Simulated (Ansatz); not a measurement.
Born–Oppenheimer molecular dynamics of CH₅FN (8 atoms, charge 0, multiplicity 2). It starts from a rough guess of a transition structure, not a stationary point.

Method: UKS LDA/6-31G* (Ansatz 0.2.0).

```json
{
 "ensemble": "NVE (velocity Verlet)",
 "time step": "0.5 fs",
 "steps asked": "150",
 "starting velocities drawn for": "100 K",
 "seed": "326969"
}
```

First frame:

```xyz
8
Properties=species:S:1:pos:R:3
H -0.297 -0.112 0.167
N -0.538 -1.015 1.127
C 0.119 0.772 -0.827
F 1.018 1.587 -0.237
H -0.324 -1.907 0.686
H 0.198 -0.839 1.806
H 0.594 0.189 -1.610
H -0.769 1.325 -1.114
```

**Question.** What does the run give?

**Answer.** The run went to its last step.

| Property | Result |
| --- | --- |
| steps done | 150 |
| time covered | 75 fs |
| mean temperature over the second half | 325 K |
| spread of the potential energy over the second half | 12.9 meV per atom |
| mean potential energy of the second half above the start | -22.0 meV per atom |

The conserved energy stayed within 0.67 meV per atom of its start (net change -0.066 meV per atom), so the integration is sound. The system heated up, since it started high on the potential surface and ran downhill. A run of 0.075 ps of so small a system gives no equilibrium averages.

**Question.** What happens to the structure?

**Answer.** The step under study would form H1–C3 and break H1–N2. These pairs go: H1–C3 1.39 → 2.10 Å, H1–N2 1.34 → 1.14 Å. In the last frame they stand as before the step (other bonds may differ from the relaxed reactants and products). It ends as CH2F + H3N. Pairs count as bonded within 1.25 times the sum of covalent radii (0.12 Å more for H–H). This is one draw of velocities; another would differ in detail.

**Question.** How do temperature and energy run in time?

**Answer.** 
```
time (fs)  T (K)  potential energy less start (eV)  conserved less start (meV/atom)
      0.0    100                             0.000                             0.00
      6.0    184                            -0.065                             0.02
     12.0    145                            -0.032                             0.29
     18.0    110                            -0.007                             0.08
     24.0    101                             0.001                             0.26
     30.0    125                            -0.018                             0.12
     36.0    205                            -0.079                             0.31
     42.0    197                            -0.075                             0.03
     48.0    320                            -0.172                            -0.21
     54.0    220                            -0.093                             0.06
     60.0    186                            -0.065                             0.21
     66.0    104                            -0.002                             0.17
     72.0    160                            -0.044                             0.21
```

The run took 6.8 min on 1 CPU thread of a shared host.
